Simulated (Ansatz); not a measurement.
# C₄H₇N: up Jacob's ladder to CCSD(T)

How much do the methods differ for C₄H₇N? The plan is to run it at one geometry with functionals of several rungs and with coupled cluster, and see how far each lands from CCSD(T) at the basis-set limit for the atomisation energy.

The runs use Ansatz 0.2.0, Gaussian basis; functionals in def2-TZVPP, the program's frozen cores in correlated methods.

Levels to be run: LDA (SPW92), PBE-D4, revPBE-D4, BLYP-D4, r2SCAN-D4, B97M-V, PBE0-D4, B3LYP-D4, r2SCANh-D4, r2SCAN0-D4, HSE06-D4, BHLYP-D4, CAM-B3LYP-D4, LC-ωPBE, ωB97X-V, ωB97M-V, B2PLYP, PBE-QIDH; CCSD(T)/def2-SVP; CCSD(T)/def2-TZVPP; MP2/def2-QZVPP; extrapolation to the limit; RPA on PBE.

## (1) The relaxed structure

The geometry comes from an earlier relaxation with PBE0-D4 in a triple-zeta def2 set; it is a stationary point, not always the lowest conformer.

SMILES `C=CC(=C)N`, 12 atoms, charge 0, spin multiplicity 1.

Atoms are counted from 1 here; the program's logs count them from 0.

Bond lengths: C1–C2 1.331 Å, C1–H6 1.083 Å, C1–H7 1.084 Å, C2–C3 1.461 Å, C2–H8 1.085 Å, C3–C4 1.342 Å, C3–N5 1.387 Å, C4–H9 1.081 Å, C4–H10 1.084 Å, N5–H11 1.008 Å, N5–H12 1.007 Å. Angles: C2–C1–H6 121.0°, C2–C1–H7 122.3°, H6–C1–H7 116.7°, C1–C2–C3 125.7°, C1–C2–H8 119.5°, C3–C2–H8 114.7°, C2–C3–C4 119.9°, C2–C3–N5 116.6°, C4–C3–N5 123.5°, C3–C4–H9 120.3°, C3–C4–H10 122.0°, H9–C4–H10 117.7°, C3–N5–H11 114.4°, C3–N5–H12 114.3°, H11–N5–H12 111.7°.

Geometry (Å):

```
C    -1.7940    0.4228    0.5824
C    -0.4892    0.3171    0.8215
C     0.5156   -0.1628   -0.1245
C     1.7714   -0.3892    0.2913
N     0.0790   -0.4203   -1.4158
H    -2.4708    0.7959    1.3410
H    -2.2372    0.1166   -0.3587
H    -0.0985    0.6036    1.7926
H     2.0345   -0.2523    1.3306
H     2.5433   -0.7438   -0.3816
H    -0.5967    0.2408   -1.7662
H     0.8196   -0.5838   -2.0789
```

## (2) LDA

This LDA is Slater exchange with PW92 correlation.

in.yaml

```yaml
crystal:
  periodic: [false, false, false]
  atoms:
    - {symbol: C, position_ang: [-1.794020, 0.422787, 0.582441]}
    - {symbol: C, position_ang: [-0.489199, 0.317112, 0.821458]}
    - {symbol: C, position_ang: [0.515607, -0.162762, -0.124475]}
    - {symbol: C, position_ang: [1.771446, -0.389188, 0.291276]}
    - {symbol: N, position_ang: [0.079024, -0.420261, -1.415758]}
    - {symbol: H, position_ang: [-2.470792, 0.795872, 1.341003]}
    - {symbol: H, position_ang: [-2.237217, 0.116580, -0.358707]}
    - {symbol: H, position_ang: [-0.098545, 0.603639, 1.792624]}
    - {symbol: H, position_ang: [2.034475, -0.252274, 1.330645]}
    - {symbol: H, position_ang: [2.543341, -0.743781, -0.381587]}
    - {symbol: H, position_ang: [-0.596710, 0.240790, -1.766194]}
    - {symbol: H, position_ang: [0.819589, -0.583815, -2.078924]}
basis:
  gaussian: {orbitals: def2-TZVPP}
hamiltonian: {xc: lda}
output: {orbitals: {seedname: orbitals}}
```

After this run come: PBE-D4 (GGA); revPBE-D4 (GGA); BLYP-D4 (GGA); r2SCAN-D4 (meta-GGA); B97M-V (meta-GGA); PBE0-D4 (hybrid); B3LYP-D4 (hybrid); r2SCANh-D4 (hybrid); r2SCAN0-D4 (hybrid); HSE06-D4 (hybrid); BHLYP-D4 (hybrid); CAM-B3LYP-D4 (range-separated); LC-ωPBE (range-separated); ωB97X-V (range-separated); ωB97M-V (range-separated); B2PLYP (double hybrid); PBE-QIDH (double hybrid); CCSD(T) in def2-SVP; CCSD(T) in def2-TZVPP; MP2 in def2-QZVPP; RPA on PBE orbitals.

Q: Predict the results of all the runs planned. Wanted: atomisation energy, CCSD(T)/CBS; farthest beyond LDA; mean size of error, GGA; mean size of error, meta-GGA; mean size of error, hybrid; mean size of error, range-separated; mean size of error, double hybrid; gap, smallest and largest; T1 diagnostic.

The runs gave:

```
                               quantity                                                               value
        atomisation energy, CCSD(T)/CBS                                                     1183.7 kcal/mol
functionals within 5.9 kcal/mol (0.5 %)  r2SCAN-D4, B97M-V, r2SCANh-D4, LC-ωPBE, ωB97X-V, ωB97M-V, PBE-QIDH
                    farthest beyond LDA                                             PBE-D4 (+39.4 kcal/mol)
                mean size of error, GGA                                                       19.7 kcal/mol
           mean size of error, meta-GGA                                                        5.4 kcal/mol
             mean size of error, hybrid                                                       13.9 kcal/mol
    mean size of error, range-separated                                                        4.4 kcal/mol
      mean size of error, double hybrid                                                        3.9 kcal/mol
              gap, smallest and largest                           3.40 eV (LDA (SPW92)), 10.16 eV (LC-ωPBE)
                          T1 diagnostic                                                              0.0117
triples share of the correlation energy                                                               4.4 %
```

LDA overbinds by 181.5 kcal/mol (15 %). PBE-D4 misses by +39.4 kcal/mol. Double hybrids carry the basis error of their MP2 part in triple zeta, and no dispersion term here, so their miss is partly the set-up's. The rungs double hybrid, range-separated, meta-GGA miss on average by less than the doubt on the reference (5.9 kcal/mol), so they tie. Misses under about 5.9 kcal/mol are within the doubt on the reference itself, which lacks core-valence correlation, relativity and higher excitations. Hartree-Fock recovers 73 % of the binding; the rest is correlation. CCSD(T) in def2-SVP is off by -52.8 kcal/mol, so the small basis spoils what the method gains. Orbital gaps span 3.4 to 10.2 eV; exact exchange widens them. The restricted reference is unstable towards a spin-broken one.
